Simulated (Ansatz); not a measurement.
Two structures of Si2H6O, singlet, reached by relaxing down either side of one saddle point (PBE0-D4/def2-TZVP). Energies are electronic, without zero-point energy. Ansatz 0.2.0; basis: def2-TZVPP and def2-QZVPP; cores frozen in the correlated methods. Extrapolation: Hartree–Fock as exp(−7.88 √X), correlation as X^−2.97. First:

```xyz
9
angstrom
Si -0.8917 -1.4886 -1.0576
H 1.2308 -0.1229 -1.3440
O 0.4234 0.0188 -0.8447
Si 0.5174 0.7370 0.6927
H -2.0123 -0.4608 -1.1371
H -0.9481 -1.5238 0.4761
H -0.8228 1.2788 0.9694
H 1.5327 1.8147 0.5543
H 0.9705 -0.2531 1.6909
```

Second:

```
atom    x (Å)    y (Å)    z (Å)
 Si1  -0.6824  -1.0081  -0.9908
  H2   0.3735  -2.0408  -1.1576
  O3  -0.0443   0.3491  -0.3433
 Si4   0.6757   1.0614   0.9384
  H5  -1.2569  -0.6652  -2.3140
  H6  -1.7502  -1.5470  -0.1078
  H7  -0.2421   1.0588   2.1077
  H8   1.0060   2.4584   0.5678
  H9   1.9206   0.3335   1.2998
```

Question: Which bonds change from the first to the second?

Answer: SiH₄O ([OH][SiH3]) + SiH₂ → Si₂H₆O ([SiH3][O][SiH3]); bonds formed: Si1–H2; dative contacts that become bonds: Si1–O3; bonds broken: H2–O3.

Question: Give the saddle point's structure and its height above each. (An estimate is asked for; the value comes from the calculation.)

Answer: Computed: 88.0 kJ/mol above the first and 356.0 kJ/mol above the second (CCSD(T) at an estimated basis limit (MP2 extrapolated from triple and quadruple zeta, plus CCSD(T) − MP2 in triple zeta)).
```xyz
9
angstrom
Si -0.7622 -1.2993 -1.0472
H 0.7740 -0.7277 -1.2082
O 0.2582 0.2577 -0.7065
Si 0.6638 0.9010 0.7843
H -1.9635 -0.7499 -1.7523
H -1.2904 -1.6188 0.3222
H -0.5993 1.3026 1.4487
H 1.5560 2.0635 0.5662
H 1.3633 -0.1289 1.5930
```

No T1 diagnostic of these runs exceeds 0.015. The restricted Hartree–Fock reference is unstable towards an unrestricted one at one or more of these structures.

Losses and insertions of silylenes and their heavier kin drive the gas-phase chemistry of silicon and germanium vapour deposition.

Labels in which every atom is bracketed show which atoms are joined, not bond orders.

For scale, one of the runs: CCSD(T)/def2-TZVPP, 199 basis functions, launched by `ansatz run in.yaml --threads 2 --pin off --events-out ev --progress --plain --max-ram 4352MiB`. Time: 19 s of wall clock on 2 CPU threads of an Intel Xeon 6975P-C; the host was shared. Peak host memory: 2.4 GiB.
